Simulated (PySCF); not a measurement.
**Solver options tried on OH**

The same problem is solved with other solver options, one edit a run.

The runs use PySCF 2.14.0; each script names its method and basis.

4 further runs of the same task are left out: 4 that didn't finish.

**1. The starting structure**

OH: 2 atoms, charge 0, spin multiplicity 2.

Bond lengths: H1–O2 0.966 Å.

**2. Base script**

Input file input.py:

```python
from pyscf import gto, dft

mol = gto.M(
    atom='H 0 0 0; O 0 0 0.966',
    basis='6-31g',
    charge=0,
    spin=1,
    verbose=4,
)
mf = dft.ROKS(mol, xc='m06')
mf = mf.density_fit(auxbasis='def2-universal-jkfit')
mf.kernel()
mf.analyze()
print('orbital energies (hartree):', mf.mo_energy[..., max(0, mol.nelec[1]-3):mol.nelec[0]+3].round(4))
```

Run with:

```sh
$ OMP_NUM_THREADS=1 python input.py
```

The log of this run is left out.

Base result: E(SCF) = -75.670432 Eh, μ = 2.07 D.

The bond length is a typed value, not an optimised one.

**3. Smearing width 0.2 hartree**

Run 1 changes smearing width: none → 0.2 hartree.

Input file input.py:

```python
from pyscf import gto, dft, scf

mol = gto.M(
    atom='H 0 0 0; O 0 0 0.966',
    basis='6-31g',
    charge=0,
    spin=1,
    verbose=4,
)
mf = dft.ROKS(mol, xc='m06')
mf = mf.density_fit(auxbasis='def2-universal-jkfit')
mf = scf.addons.smearing_(mf, sigma=0.2, method='fermi')
mf.kernel()
mf.analyze()
print('orbital energies (hartree):', mf.mo_energy[..., max(0, mol.nelec[1]-3):mol.nelec[0]+3].round(4))
```

Run with:

```sh
$ OMP_NUM_THREADS=1 python input.py
```

**4. Convergence threshold 0.001 hartree**

Run 2 changes convergence threshold: default → 0.001 hartree.

input.py, as its differences from that of step 2:

```diff
@@ -11,2 +11,3 @@
 mf = mf.density_fit(auxbasis='def2-universal-jkfit')
+mf.conv_tol = 0.001
 mf.kernel()
```

**5. Second-order solver on**

Run 3 changes second-order solver: off → on.

input.py, as its differences from that of step 2:

```diff
@@ -11,2 +11,3 @@
 mf = mf.density_fit(auxbasis='def2-universal-jkfit')
+mf = mf.newton()
 mf.kernel()
```

**6. Smearing width 0.01 hartree**

Run 4 changes smearing width: none → 0.01 hartree.

input.py, as its differences from that of step 2:

```diff
@@ -1,2 +1,2 @@
-from pyscf import gto, dft
+from pyscf import gto, dft, scf
 
@@ -11,2 +11,3 @@
 mf = mf.density_fit(auxbasis='def2-universal-jkfit')
+mf = scf.addons.smearing_(mf, sigma=0.01, method='fermi')
 mf.kernel()
```

What does the calculation give? Wanted: for each run, E(SCF); from base; SCF dipole.

As calculated:

```tsv
run	E(SCF) (hartree)	from base (eV)	cycles	SCF dipole (D)
base	-75.670432	0	16	2.07
smearing width 0.2 hartree (poor choice)	-75.280316	not comparable	9	0.09
convergence threshold 0.001 hartree	-75.670434	not comparable	4	2.07
second-order solver on	-75.670443	-0.0003	10 macro	2.07
smearing width 0.01 hartree (poor choice)	-75.591441	not comparable	6	2.07
```

Distance from each run's final energy (log10 hartree) by cycle:

```tsv
run	cycle 1	cycle 2	cycle 3	cycle 5	cycle 8	cycle 12
base	-1.6	-1.6	-4.4	-5.5	-6.1	-8.4
smearing width 0.2 hartree (poor choice)	-1.7	-1.6	-5.8	-4.8	-8.7	done
convergence threshold 0.001 hartree	-1.6	-1.6	-4.3	done	done	done
second-order solver on	-3.8	-5.0	-5.0	-5.5	-8.6	done
smearing width 0.01 hartree (poor choice)	-1.6	-1.6	-4.9	-9.6	done	done
```

**Reading.** Rows marked «poor choice» come from settings spoiled on purpose.
